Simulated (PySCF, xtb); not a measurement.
dimethyl sulfide (C₂H₆S), SMILES S(C)C.

GFN2-xTB (xtb 6.7.1) at its own geometry gives an orbital gap of 4.28 eV and a dipole moment of 2.46 D.

Coordinates come from a PBE0-D3(BJ)/def2-TZVP optimisation.

**Question.** What does PBE/def2-TZVPD (PySCF) give? (An estimate is asked for; the answer gives what the named calculation found.)

**Answer.** gap 4.73 eV (levels -5.06 and -0.33 eV), dipole 1.56 D.
